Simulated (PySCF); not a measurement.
# AlH + Cl₂ → AlCl + HCl

Level: PBE in the def2-SVP basis family, all electrons, no relativity, computed in PySCF with density fitting; open shells unrestricted.

```json
{"species": "AlH", "state and structure": "singlet, C∞v, Al–H 1.685 Å", "ZPE (kJ/mol)": "9.5", "H(298 K) − H(0) (kJ/mol)": "8.7", "S° (J/(mol K))": "188.1"}
{"species": "Cl₂", "state and structure": "singlet, D∞h, Cl–Cl 2.054 Å", "ZPE (kJ/mol)": "2.9", "H(298 K) − H(0) (kJ/mol)": "9.3", "S° (J/(mol K))": "223.9"}
{"species": "AlCl", "state and structure": "singlet, C∞v, Al–Cl 2.162 Å", "ZPE (kJ/mol)": "2.9", "H(298 K) − H(0) (kJ/mol)": "9.3", "S° (J/(mol K))": "228.0"}
{"species": "HCl", "state and structure": "singlet, C∞v, H–Cl 1.296 Å", "ZPE (kJ/mol)": "17.4", "H(298 K) − H(0) (kJ/mol)": "8.7", "S° (J/(mol K))": "186.9"}
```

Q: Is the gas-phase reaction uphill or downhill in electronic energy at this level, and by how much?

A: At PBE/def2-SVP, ΔE = -398.3 kJ/mol, downhill. 

Q: Add zero-point, thermal and entropy terms for 298.15 K and 1 bar.

A: ΔZPE = 7.9 and Δ[H(298) − H(0)] = 0.0 kJ/mol give ΔH° = -390.4 kJ/mol. ΔS° = 2.9 J/(mol K), so ΔG° = -390.4 − 298.15 × (0.0029) = -391 kJ/mol.

Only the bonding shown was studied: isomers, or loss of a ligand pair, can lie lower.
